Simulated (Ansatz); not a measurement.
# CHO+ (singlet): from Hartree-Fock to the top rungs, cc-pVTZ

The task here is to estimate one member of a computed series from the others.

Program: Ansatz 0.2.0, Gaussian basis. Level of theory: cc-pVTZ, core rule «outside noble gas», up to 2 orbitals frozen. These are calculated values, not measurements.

To be run: UHF; CCSD(T) on RHF; BCCD(T) on RHF; CCSDT(Q) on RHF; CASSCF and MRCISD+Q, 10 electrons in 9 orbitals; CASSCF and NEVPT4(SD), 10 electrons in 9 orbitals; CASSCF and NEVPT2, 10 electrons in 9 orbitals.

4 further runs of the same task are left out: 4 set aside as unsound or not needed. Runs told in other sessions of the task aren't counted.

### The system

The geometry is a PBE0/def2-TZVP stationary point (not a proven minimum) of the parent state, kept for this charge and spin.

3 atoms, charge 1, spin multiplicity 1.

Atoms are counted from 1 here; the program's logs count them from 0.

Bond lengths: O1–C2 1.265 Å, O1–H3 0.984 Å. Angles: C2–O1–H3 114.4°.

The first run:

Contents of in.yaml:

```yaml
crystal:
  periodic: [false, false, false]
  atoms:
    - {symbol: O, position_ang: [0.000000, -0.101264, 0.500232]}
    - {symbol: C, position_ang: [0.000000, 0.073612, -0.752550]}
    - {symbol: H, position_ang: [0.000000, 0.730231, 1.027088]}
basis:
  gaussian: {orbitals: cc-pVTZ}
total_charge: 1
magnetization: {spin_polarized: true, initial_magnetization: 0}
hamiltonian: {xc: hf}
output: {orbitals: {seedname: orbitals}}
```

Started as:

```
> ansatz run in.yaml --threads 1 --pin off --events-out ev --progress --plain --max-ram 4096MiB --backend cpu
```

Among the steps run: UHF; CCSD(T) on RHF; BCCD(T) on RHF; CCSDT(Q) on RHF; CASSCF and MRCISD+Q, 10 electrons in 9 orbitals; CASSCF and NEVPT4(SD), 10 electrons in 9 orbitals; CASSCF and NEVPT2, 10 electrons in 9 orbitals.

One table of the session follows, with a row left open; its other results are not shown here.

It belongs to the step «Misses and costs». 

```
            method  from RCCSDT(Q) (meV)
               RHF              +10250.7
              RMP2                +872.3
             RCCSD                +507.0
          RCCSD(T)                 +42.1
           BCCD(T)                 +34.2
            RCCSDT                 +30.1
         RCCSDT(Q)                     0
    CASSCF valence               +6160.0
    NEVPT2 valence                     ?
NEVPT4(SD) valence                +320.1
    MRCISD valence                +485.7
  MRCISD+Q valence                +182.3
```

**Question.** Estimate the row for NEVPT2 valence.

**Answer.** from RCCSDT(Q) (meV): +1382.6. In the column «from RCCSDT(Q) (meV)» it lies between RMP2 (+872.3) and CASSCF valence (+6160.0).
